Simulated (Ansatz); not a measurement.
# Strength of the C–C bond: C3H5F3 → C2H2F3 + CH3

Species: C3H5F3 (1,1,1-trifluoropropane) `CCC(F)(F)F`, singlet; C2H2F3 `[CH2]C(F)(F)F`, doublet; CH3 (methyl radical) `[CH3]`, doublet. 

Shapes, held fixed at every level: PBE0-D4/def2-TZVP. Programs: Ansatz 0.2.0. The zero-point and thermal change to 298 K, harmonic and unscaled (PBE0-D4/def2-TZVP), is -28.2 kJ/mol.

```json
{"level": "HF/def2-SVP", "kind": "Hartree–Fock", "ΔH(298 K) (kJ/mol)": "+270.9", "less CCSD(T)/CBS estimate": "-124.0", "CPU time (sum over the molecules)": "–"}
{"level": "SPW92/def2-TZVPP", "kind": "LDA", "ΔH(298 K) (kJ/mol)": "+464.2", "less CCSD(T)/CBS estimate": "+69.3", "CPU time (sum over the molecules)": "11 s"}
{"level": "PBE0-D4/def2-TZVPP", "kind": "global hybrid", "ΔH(298 K) (kJ/mol)": "+383.4", "less CCSD(T)/CBS estimate": "-11.5", "CPU time (sum over the molecules)": "23 s"}
{"level": "r2SCAN0-D4/def2-TZVPP", "kind": "global hybrid", "ΔH(298 K) (kJ/mol)": "+357.0", "less CCSD(T)/CBS estimate": "-37.9", "CPU time (sum over the molecules)": "42 s"}
{"level": "wB97M-V/def2-TZVPP", "kind": "range-separated hybrid", "ΔH(298 K) (kJ/mol)": "+395.8", "less CCSD(T)/CBS estimate": "+0.9", "CPU time (sum over the molecules)": "79 s"}
{"level": "CCSD(T)/def2-TZVPP", "kind": "coupled cluster or CI", "ΔH(298 K) (kJ/mol)": "+386.1", "less CCSD(T)/CBS estimate": "-8.8", "CPU time (sum over the molecules)": "23 min"}
{"level": "CCSD(T)/CBS estimate", "kind": "coupled cluster or CI", "ΔH(298 K) (kJ/mol)": "+394.9", "less CCSD(T)/CBS estimate": "0.0", "CPU time (sum over the molecules)": "25 min"}
```

The highest level, CCSD(T)/CBS estimate, gives ΔH(298 K) = +394.9 kJ/mol; the levels span +270.9 to +464.2. The column of differences is taken from that level and isn't an error. Hartree–Fock misses the correlation of the pair that is broken and comes out low. No measured value is set beside it here. Open shells run unrestricted unless RO is named. The CBS estimate extrapolates MP2 from def2-TZVPP and def2-QZVPP and adds CCSD(T) − MP2 in the triple-zeta set, cores frozen. Times are processor times on shared x86 and Arm servers, and rough.
